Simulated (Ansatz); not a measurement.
**Mixing energy, order and entropy in Cu₄RuPtRhAu**

Theory: DFT PBE, scalar-relativistic, plane waves, PAW (Ansatz).

Settings: cutoff 420 eV, Γ-centred mesh 7×7×4 on the computed 16-atom cell, Gaussian smearing of 0.10 eV; no spin polarisation.

Cells of 16 atoms on a hcp lattice, 2 Pt, 2 Rh, 8 Cu, 2 Ru, 2 Au, each occupation relaxed without symmetry on a coarser mesh and computed once more. α is the first-shell Warren–Cowley parameter of unlike pairs (negative: unlike neighbours in excess, 0: random), given as its mean and root mean square over the pairs, since a mean near 0 can hide order that cancels. ΔH counts from the elements in their standard crystals. 1 further cell, whose relaxation didn't end, left large forces or left the lattice, is left out.

| cell | mean α | rms α | ΔH (meV/atom) | V (Å³/atom) | rms shift from sites (Å) |
| --- | --- | --- | --- | --- | --- |
| 1 | -0.07 | 0.19 | 88 | 13.88 | 0.10 |
| 2 | 0.05 | 0.52 | 166 | 13.90 | 0.08 |

Question: Weigh the mixing energy against the ideal entropy.

Answer: Ideal mixing gives S = −k_B Σ x ln x = 1.386 k_B per atom (11.5 J/(mol K)), worth 119 meV/atom at 1000 K. The cell nearest to random, 1, has ΔH = 88 meV/atom. Against the pure elements it breaks even at T = ΔH/S = 740 K; above that the solution beats the pure elements, but parting into two partly mixed solutions pays up to a higher temperature (2ΔH/k_B, 1.4 times as high, for a regular binary solution at equal shares), and compounds may beat both. ΔH includes the cost of putting the elements on this lattice where they prefer another, and what the coarser relaxation leaves, which can only raise it; vibrational entropy is left out. An error of 8 meV/atom in ΔH, as mesh and relaxation can leave, moves such a temperature by 70 K, and the spread of these cells, 78 meV/atom, by 650 K.

The final mesh leaves forces up to 0.07 eV/Å and stresses up to 0.4 GPa.

Spin–orbit coupling is left out, which can shift energies with elements as heavy as these.

Cost: 5 runs of about 50 core-minutes in all (earlier runs that led there not counted), on Intel Xeon Platinum 8259CL (Skylake/Cascade Lake) (shared hosts).